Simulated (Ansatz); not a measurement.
## Molecular dynamics of BH6NS

Input:

```yaml
crystal:
  periodic: [false, false, false]
  atoms:
    - { symbol: B, position_ang: [-0.026033, 0.173772, 0.297177] }
    - { symbol: "N", position_ang: [-0.025192, 0.030351, 1.817011] }
    - { symbol: H, position_ang: [-0.83429, -0.433083, 2.2418] }
    - { symbol: H, position_ang: [0.837519, -0.319166, 2.245529] }
    - { symbol: H, position_ang: [1.061137, 0.061611, -0.242462] }
    - { symbol: H, position_ang: [-1.019251, -0.210793, -0.295369] }
    - { symbol: S, position_ang: [-0.245848, 2.383986, 0.339615] }
    - { symbol: H, position_ang: [-1.606767, 2.409276, 0.405049] }
    - { symbol: H, position_ang: [-0.140476, 1.578244, 1.60245] }
basis:
  gaussian: { orbitals: def2-SVP }
hamiltonian:
  xc: pbe
md:
  timestep: 0.5
  n_steps: 200
  ensemble: nve
  temperature: 300.0
  initial_velocities: maxwell_boltzmann
  seed: 9237
```

Launched with:

```bash
$ ansatz run input.yaml --threads 1 --pin off --max-ram 2048MiB --backend cpu --events-out ev --progress --plain --runs-dir out
```

It starts at the highest image of a converged band, a first-order saddle point between two minima.

Output, in part (one step line in 4, the closing report, with atoms numbered from 0):

```
md step     0: t =     0.00 fs  T =   300.0 K  F+E_penalty+E_count = -13086.49386873 eV  E_kin = 0.271446 eV  conserved = -13086.22242273 eV  (26 SCF iters)
md step     4: t =     2.00 fs  T =   209.5 K  F+E_penalty+E_count = -13086.41027925 eV  E_kin = 0.189578 eV  conserved = -13086.22070143 eV  (29 SCF iters)
md step     8: t =     4.00 fs  T =   211.7 K  F+E_penalty+E_count = -13086.41239995 eV  E_kin = 0.191532 eV  conserved = -13086.22086794 eV  (28 SCF iters)
md step    12: t =     6.00 fs  T =   295.0 K  F+E_penalty+E_count = -13086.48844623 eV  E_kin = 0.266936 eV  conserved = -13086.22151023 eV  (30 SCF iters)
md step    16: t =     8.00 fs  T =   392.2 K  F+E_penalty+E_count = -13086.57549690 eV  E_kin = 0.354883 eV  conserved = -13086.22061347 eV  (30 SCF iters)
md step    20: t =    10.00 fs  T =   596.3 K  F+E_penalty+E_count = -13086.76316749 eV  E_kin = 0.539539 eV  conserved = -13086.22362867 eV  (30 SCF iters)
md step    24: t =    12.00 fs  T =   568.0 K  F+E_penalty+E_count = -13086.73300322 eV  E_kin = 0.513941 eV  conserved = -13086.21906258 eV  (29 SCF iters)
md step    28: t =    14.00 fs  T =   919.9 K  F+E_penalty+E_count = -13087.05867843 eV  E_kin = 0.832325 eV  conserved = -13086.22635385 eV  (28 SCF iters)
md step    32: t =    16.00 fs  T =   655.7 K  F+E_penalty+E_count = -13086.81448582 eV  E_kin = 0.593260 eV  conserved = -13086.22122574 eV  (28 SCF iters)
md step    36: t =    18.00 fs  T =   513.4 K  F+E_penalty+E_count = -13086.68460130 eV  E_kin = 0.464563 eV  conserved = -13086.22003797 eV  (26 SCF iters)
md step    40: t =    20.00 fs  T =   863.6 K  F+E_penalty+E_count = -13087.00518383 eV  E_kin = 0.781358 eV  conserved = -13086.22382624 eV  (28 SCF iters)
md step    44: t =    22.00 fs  T =   786.3 K  F+E_penalty+E_count = -13086.93486661 eV  E_kin = 0.711473 eV  conserved = -13086.22339314 eV  (29 SCF iters)
md step    48: t =    24.00 fs  T =   895.8 K  F+E_penalty+E_count = -13087.03515692 eV  E_kin = 0.810546 eV  conserved = -13086.22461080 eV  (28 SCF iters)
md step    52: t =    26.00 fs  T =   979.4 K  F+E_penalty+E_count = -13087.10967127 eV  E_kin = 0.886162 eV  conserved = -13086.22350917 eV  (28 SCF iters)
md step    56: t =    28.00 fs  T =   705.8 K  F+E_penalty+E_count = -13086.85872637 eV  E_kin = 0.638658 eV  conserved = -13086.22006858 eV  (28 SCF iters)
md step    60: t =    30.00 fs  T =   906.5 K  F+E_penalty+E_count = -13087.04361488 eV  E_kin = 0.820258 eV  conserved = -13086.22335677 eV  (28 SCF iters)
md step    64: t =    32.00 fs  T =   804.2 K  F+E_penalty+E_count = -13086.95160245 eV  E_kin = 0.727694 eV  conserved = -13086.22390864 eV  (28 SCF iters)
md step    68: t =    34.00 fs  T =   785.3 K  F+E_penalty+E_count = -13086.93612173 eV  E_kin = 0.710600 eV  conserved = -13086.22552193 eV  (28 SCF iters)
md step    72: t =    36.00 fs  T =   602.2 K  F+E_penalty+E_count = -13086.76701720 eV  E_kin = 0.544878 eV  conserved = -13086.22213929 eV  (29 SCF iters)
md step    76: t =    38.00 fs  T =   304.6 K  F+E_penalty+E_count = -13086.49614180 eV  E_kin = 0.275577 eV  conserved = -13086.22056470 eV  (29 SCF iters)
md step    80: t =    40.00 fs  T =   481.4 K  F+E_penalty+E_count = -13086.65846611 eV  E_kin = 0.435561 eV  conserved = -13086.22290545 eV  (29 SCF iters)
md step    84: t =    42.00 fs  T =   512.2 K  F+E_penalty+E_count = -13086.68511355 eV  E_kin = 0.463409 eV  conserved = -13086.22170433 eV  (29 SCF iters)
md step    88: t =    44.00 fs  T =   886.6 K  F+E_penalty+E_count = -13087.02798111 eV  E_kin = 0.802185 eV  conserved = -13086.22579618 eV  (29 SCF iters)
md step    92: t =    46.00 fs  T =  1032.3 K  F+E_penalty+E_count = -13087.15679093 eV  E_kin = 0.934089 eV  conserved = -13086.22270239 eV  (28 SCF iters)
md step    96: t =    48.00 fs  T =   889.4 K  F+E_penalty+E_count = -13087.02653136 eV  E_kin = 0.804731 eV  conserved = -13086.22180071 eV  (28 SCF iters)
md step   100: t =    50.00 fs  T =   876.9 K  F+E_penalty+E_count = -13087.01624764 eV  E_kin = 0.793469 eV  conserved = -13086.22277896 eV  (28 SCF iters)
md step   104: t =    52.00 fs  T =   712.7 K  F+E_penalty+E_count = -13086.86705838 eV  E_kin = 0.644823 eV  conserved = -13086.22223488 eV  (29 SCF iters)
md step   108: t =    54.00 fs  T =   757.7 K  F+E_penalty+E_count = -13086.91061976 eV  E_kin = 0.685621 eV  conserved = -13086.22499893 eV  (29 SCF iters)
md step   112: t =    56.00 fs  T =   702.4 K  F+E_penalty+E_count = -13086.85764705 eV  E_kin = 0.635542 eV  conserved = -13086.22210547 eV  (29 SCF iters)
md step   116: t =    58.00 fs  T =   515.9 K  F+E_penalty+E_count = -13086.68890007 eV  E_kin = 0.466782 eV  conserved = -13086.22211848 eV  (30 SCF iters)
md step   120: t =    60.00 fs  T =   432.4 K  F+E_penalty+E_count = -13086.61287474 eV  E_kin = 0.391255 eV  conserved = -13086.22161982 eV  (29 SCF iters)
md step   124: t =    62.00 fs  T =   440.5 K  F+E_penalty+E_count = -13086.62133489 eV  E_kin = 0.398553 eV  conserved = -13086.22278171 eV  (29 SCF iters)
md step   128: t =    64.00 fs  T =   544.5 K  F+E_penalty+E_count = -13086.71700658 eV  E_kin = 0.492697 eV  conserved = -13086.22431004 eV  (29 SCF iters)
md step   132: t =    66.00 fs  T =   610.9 K  F+E_penalty+E_count = -13086.77517709 eV  E_kin = 0.552783 eV  conserved = -13086.22239421 eV  (27 SCF iters)
md step   136: t =    68.00 fs  T =   564.8 K  F+E_penalty+E_count = -13086.73367742 eV  E_kin = 0.511000 eV  conserved = -13086.22267747 eV  (29 SCF iters)
md step   140: t =    70.00 fs  T =   477.1 K  F+E_penalty+E_count = -13086.65326012 eV  E_kin = 0.431672 eV  conserved = -13086.22158825 eV  (28 SCF iters)
md step   144: t =    72.00 fs  T =   504.6 K  F+E_penalty+E_count = -13086.67958074 eV  E_kin = 0.456598 eV  conserved = -13086.22298245 eV  (29 SCF iters)
md step   148: t =    74.00 fs  T =   540.0 K  F+E_penalty+E_count = -13086.71212551 eV  E_kin = 0.488600 eV  conserved = -13086.22352559 eV  (29 SCF iters)
md step   152: t =    76.00 fs  T =   709.0 K  F+E_penalty+E_count = -13086.86416703 eV  E_kin = 0.641511 eV  conserved = -13086.22265589 eV  (28 SCF iters)
md step   156: t =    78.00 fs  T =   812.7 K  F+E_penalty+E_count = -13086.95879559 eV  E_kin = 0.735345 eV  conserved = -13086.22345029 eV  (28 SCF iters)
md step   160: t =    80.00 fs  T =   697.5 K  F+E_penalty+E_count = -13086.85201045 eV  E_kin = 0.631095 eV  conserved = -13086.22091577 eV  (28 SCF iters)
md step   164: t =    82.00 fs  T =   827.6 K  F+E_penalty+E_count = -13086.97237134 eV  E_kin = 0.748788 eV  conserved = -13086.22358294 eV  (28 SCF iters)
md step   168: t =    84.00 fs  T =   787.5 K  F+E_penalty+E_count = -13086.93639905 eV  E_kin = 0.712553 eV  conserved = -13086.22384596 eV  (28 SCF iters)
md step   172: t =    86.00 fs  T =   787.1 K  F+E_penalty+E_count = -13086.93432117 eV  E_kin = 0.712140 eV  conserved = -13086.22218084 eV  (28 SCF iters)
md step   176: t =    88.00 fs  T =   869.1 K  F+E_penalty+E_count = -13087.01054682 eV  E_kin = 0.786357 eV  conserved = -13086.22418971 eV  (28 SCF iters)
md step   180: t =    90.00 fs  T =   626.2 K  F+E_penalty+E_count = -13086.78793394 eV  E_kin = 0.566603 eV  conserved = -13086.22133095 eV  (28 SCF iters)
md step   184: t =    92.00 fs  T =   627.5 K  F+E_penalty+E_count = -13086.79013046 eV  E_kin = 0.567784 eV  conserved = -13086.22234660 eV  (28 SCF iters)
md step   188: t =    94.00 fs  T =   670.3 K  F+E_penalty+E_count = -13086.83238080 eV  E_kin = 0.606484 eV  conserved = -13086.22589660 eV  (27 SCF iters)
md step   192: t =    96.00 fs  T =   632.9 K  F+E_penalty+E_count = -13086.79333048 eV  E_kin = 0.572703 eV  conserved = -13086.22062736 eV  (29 SCF iters)
md step   196: t =    98.00 fs  T =   926.4 K  F+E_penalty+E_count = -13087.06364666 eV  E_kin = 0.838245 eV  conserved = -13086.22540213 eV  (29 SCF iters)
md step   200: t =   100.00 fs  T =   718.3 K  F+E_penalty+E_count = -13086.87030030 eV  E_kin = 0.649906 eV  conserved = -13086.22039399 eV  (27 SCF iters)
Total energy: -13086.87033226 eV, -480.9336141114 hartree
Atom 0 at    -0.037444     0.497996     0.245603 Å, force     0.547652    -1.015173     0.185639 eV/Å
Atom 1 at    -0.016713     0.048887     1.921751 Å, force    -0.452886    -3.105333    -0.166142 eV/Å
Atom 2 at    -1.056628    -0.223689     2.172370 Å, force     2.349130     0.522167    -0.279867 eV/Å
Atom 3 at     0.628966    -0.903078     1.972715 Å, force    -1.856014     2.810807     0.415046 eV/Å
Atom 4 at     1.148901     0.317995    -0.191848 Å, force    -0.917071    -0.314188     0.394718 eV/Å
Atom 5 at    -1.019429    -0.099931    -0.266905 Å, force     0.743206    -0.011568     0.278352 eV/Å
Atom 6 at    -0.249589     2.291748     0.293776 Å, force     0.854127     1.815549    -0.201574 eV/Å
Atom 7 at    -1.565998     2.361110     0.259811 Å, force    -1.234001     0.136342     0.036493 eV/Å
Atom 8 at     0.285600     0.832759     2.566443 Å, force    -0.034142    -0.838603    -0.662664 eV/Å
Dipole moment:    -0.161433    -0.554655     0.966814 e Å
```

The run went to its last step. The conserved energy stayed within 0.65 meV per atom of its start (net change 0.23 meV per atom), so the integration is sound. The kinetic energy rose, since the run started high on the potential surface and went downhill. A run of 0.1 ps of so small a system gives no equilibrium averages. The orbitals stay closed-shell, which can raise the energy where a bond breaks towards radicals; this wasn't checked here.

Between its relaxed ends the band would form B1–S7, N2–H9 and break S7–H9. These pairs go: B1–S7 2.22 → 1.81 Å, N2–H9 1.57 → 1.06 Å, S7–H9 1.50 → 2.75 Å. In the last frame they stand as after the step (other bonds may differ from the relaxed reactants and products). It ends as one piece, BH6NS. Pairs count as bonded within 1.25 times the sum of covalent radii (0.12 Å more for H–H).

Last frame:

```xyz
9
Properties=species:S:1:pos:R:3
B -0.037 0.498 0.246
N -0.017 0.049 1.922
H -1.057 -0.224 2.172
H 0.629 -0.903 1.973
H 1.149 0.318 -0.192
H -1.019 -0.100 -0.267
S -0.250 2.292 0.294
H -1.566 2.361 0.260
H 0.286 0.833 2.566
```

The run took 6.2 min on 1 thread of Arm Neoverse V2 (shared host), peak memory 0.13 GiB.
